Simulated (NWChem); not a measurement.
# Correlation energy of CH

```xyz
2

C      0.0000     0.0000     0.1620
H      0.0000     0.0000    -0.9722
```
Charge 0, spin multiplicity 2.

Everything below was run with NWChem. All single points use one geometry, from UPBE0/def2-SVP, a minimum by its harmonic frequencies.

Basis set: cc-pVDZ. Each correlation energy counts from its own Hartree-Fock reference.

The correlated methods keep 1 core orbital frozen. This spin state was chosen for the runs; another may lie lower. The structure started from a generated list of species. The unpaired electrons of the parent sit in orbitals of symmetry b2 (C2v labels of the run); other states weren't searched. The stability of the SCF solutions was not checked. Open-shell Hartree-Fock references start from PBE0 orbitals. No row is a measurement; the coupled-cluster row has its own basis-set and correlation limits.

Question: For the correlation energy, CCSD[T] on ROHF gives -111.4 mHa and UMP2 gives -79.7 mHa. What do SCS-UMP2, CCSD(T) on UHF give?

Answer: SCS-UMP2: -85.7 mHa; CCSD(T) on UHF: -107.5 mHa.
